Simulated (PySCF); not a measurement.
## CH₃⁺ + 3 F₂ → CF₃⁺ + 3 HF

Level: PBE0 in the def2-TZVP basis family, all electrons, no relativity, computed in PySCF with density fitting; open shells unrestricted.

| species | state and structure | ZPE (kJ/mol) | H(298 K) − H(0) (kJ/mol) | S° (J/(mol K)) |
| --- | --- | --- | --- | --- |
| CH₃⁺ | singlet, D3h, C–H 1.093 Å (×3) | 82.1 | 10.0 | 186.7 |
| F₂ | singlet, D∞h, F–F 1.376 Å | 6.6 | 8.7 | 201.9 |
| CF₃⁺ | singlet, D3h, C–F 1.230 Å (×3) | 38.8 | 11.1 | 250.1 |
| HF | singlet, C∞v, H–F 0.920 Å | 24.9 | 8.7 | 173.6 |

Problem. Is the gas-phase reaction uphill or downhill in electronic energy at this level, and by how much?

Solution. At PBE0/def2-TZVP, ΔE = -1520.9 kJ/mol, downhill. 

Problem. Add zero-point, thermal and entropy terms for 298.15 K and 1 bar.

Solution. ΔZPE = 11.6 and Δ[H(298) − H(0)] = 1.1 kJ/mol give ΔH° = -1508.2 kJ/mol. ΔS° = -21.5 J/(mol K), so ΔG° = -1508.2 − 298.15 × (-0.0215) = -1502 kJ/mol.

The structures come from searches over a few start shapes, so lower isomers are not excluded.
